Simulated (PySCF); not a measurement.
## J couplings in [C3HF2]+

Molfile (atoms numbered from 1):
```
C3HF2
     RDKit          3D

  6  6  0  0  0  0  0  0  0  0999 V2000
    1.7828   -0.8605    0.5112 F   0  0  0  0  0  0  0  0  0  0  0  0
    0.6943   -0.3227    0.1991 C   0  0  0  0  0  0  0  0  0  0  0  0
   -0.0524    0.8250   -0.0326 C   0  0  0  0  0  0  0  0  0  0  0  0
   -0.6451   -0.4235   -0.1676 C   0  0  0  0  0  0  0  0  0  0  0  0
   -1.6547   -1.1187   -0.4301 F   0  0  0  0  0  0  0  0  0  0  0  0
   -0.1218    1.9024   -0.0754 H   0  0  0  0  0  0  0  0  0  0  0  0
  1  2  1  0
  2  3  2  0
  3  4  1  0
  4  5  1  0
  4  2  1  0
  3  6  1  0
M  CHG  1   4   1
M  END
```

Indirect spin–spin couplings were computed at B3LYP/pcJ-1 (PySCF 2.14) on a GFN2-xTB structure, for the isolated molecule, without vibrational or relativistic corrections. Couplings are averaged over pairs made equivalent by symmetry, fast rotation or ring inversion, so a value needn't be that of the named pair in this geometry, while other rotamers aren't included; one pair stands for each set, and the list holds those of at least 1.5 Hz over up to four bonds. One-bond C–F couplings come out tens of Hz too large with common functionals.

Isotopes: ¹⁹F, ¹³C, ¹H.

| pair | bonds | J (Hz) |
| --- | --- | --- |
| F1, C2 | 1 | -575.0 |
| C2, C3 | 1 | 32.1 |
| C2, C4 | 1 | ? |
| C3, H6 | 1 | 268.7 |
| F1, C3 | 2 | -20.7 |
| F1, C4 | 2 | -13.0 |
| C2, H6 | 2 | ? |
| F1, F5 | 3 | -16.5 |

**Question.** Estimate the withheld couplings, with signs.

**Answer.** 
- ¹J(C2,C4) = 34.8 Hz (bond length 1.392 Å)
- ²J(C2,H6) = -5.9 Hz (angle at C3 150°)
